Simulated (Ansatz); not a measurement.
The inner images of a band of BH$_{7}$Si (9 atoms, charge 0, multiplicity 1) are given out of order.

These are results of RKS B3LYP-D4/def2-TZVP (Ansatz), not measurements.

Initial state:

```xyz
9
Properties=species:S:1:pos:R:3
B -0.094 -0.062 0.308
H 0.561 0.731 0.913
H 0.588 -0.698 -0.470
H -1.140 0.247 -0.176
Si 0.190 -2.200 0.828
H -0.381 -2.875 -0.349
H 1.654 -2.287 0.950
H -0.398 -2.834 2.037
H -0.505 -0.813 1.289
```

Final state:

```xyz
9
Properties=species:S:1:pos:R:3
B -0.112 -0.370 0.181
H 0.147 0.651 0.999
H 0.691 -0.070 -0.646
H -1.269 -0.121 0.036
Si 0.139 -2.304 0.757
H -0.297 -3.129 -0.394
H 1.551 -2.648 1.065
H -0.679 -2.683 1.937
H 0.306 -0.114 1.395
```

Put them in order from the first end to the last, with their energies above the first end.
A.
```xyz
9
Properties=species:S:1:pos:R:3
B -0.107 -0.146 0.267
H 0.133 0.797 0.979
H 0.662 -0.181 -0.648
H -1.290 -0.256 0.123
Si 0.160 -2.225 0.780
H -0.309 -2.894 -0.453
H 1.567 -2.607 1.022
H -0.677 -2.672 1.912
H 0.336 -0.605 1.347
```
B.
```xyz
9
Properties=species:S:1:pos:R:3
B -0.105 -0.069 0.282
H 0.287 0.913 0.843
H 0.703 -0.499 -0.507
H -1.247 -0.106 -0.067
Si 0.185 -2.224 0.836
H -0.398 -2.743 -0.408
H 1.630 -2.480 0.962
H -0.529 -2.831 1.986
H -0.051 -0.751 1.403
```
C.
```xyz
9
Properties=species:S:1:pos:R:3
B -0.112 -0.352 0.192
H 0.162 0.638 1.015
H 0.684 -0.083 -0.654
H -1.277 -0.133 0.069
Si 0.136 -2.290 0.752
H -0.284 -3.087 -0.424
H 1.543 -2.636 1.077
H -0.704 -2.680 1.912
H 0.328 -0.168 1.391
```
D.
```xyz
9
Properties=species:S:1:pos:R:3
B -0.115 -0.322 0.204
H 0.158 0.636 1.027
H 0.684 -0.095 -0.650
H -1.288 -0.159 0.087
Si 0.142 -2.273 0.748
H -0.286 -3.043 -0.441
H 1.550 -2.620 1.061
H -0.695 -2.676 1.905
H 0.326 -0.239 1.388
```
E.
```xyz
9
Properties=species:S:1:pos:R:3
B -0.097 -0.066 0.297
H 0.431 0.847 0.858
H 0.678 -0.627 -0.449
H -1.193 0.062 -0.157
Si 0.184 -2.208 0.830
H -0.417 -2.789 -0.379
H 1.641 -2.386 0.942
H -0.455 -2.849 2.009
H -0.296 -0.774 1.377
```
F.
```xyz
9
Properties=species:S:1:pos:R:3
B -0.119 -0.288 0.220
H 0.146 0.649 1.031
H 0.675 -0.103 -0.647
H -1.300 -0.184 0.107
Si 0.151 -2.258 0.746
H -0.285 -3.007 -0.453
H 1.561 -2.607 1.040
H -0.680 -2.680 1.900
H 0.326 -0.312 1.386
```
G.
```xyz
9
Properties=species:S:1:pos:R:3
B -0.112 -0.072 0.276
H 0.167 0.928 0.873
H 0.672 -0.350 -0.593
H -1.275 -0.244 0.047
Si 0.186 -2.234 0.834
H -0.346 -2.735 -0.440
H 1.610 -2.578 1.005
H -0.613 -2.771 1.957
H 0.187 -0.733 1.369
```

E (+0.01 eV), B (+0.04 eV), G (+0.06 eV), A (+0.21 eV), F (+0.45 eV), D (+0.44 eV), C (+0.43 eV).

Time of the run: 71 s on 4 threads of Intel(R) Xeon(R) Platinum 8488C (Sapphire Rapids), on a shared host, peak memory 0.2 GiB.
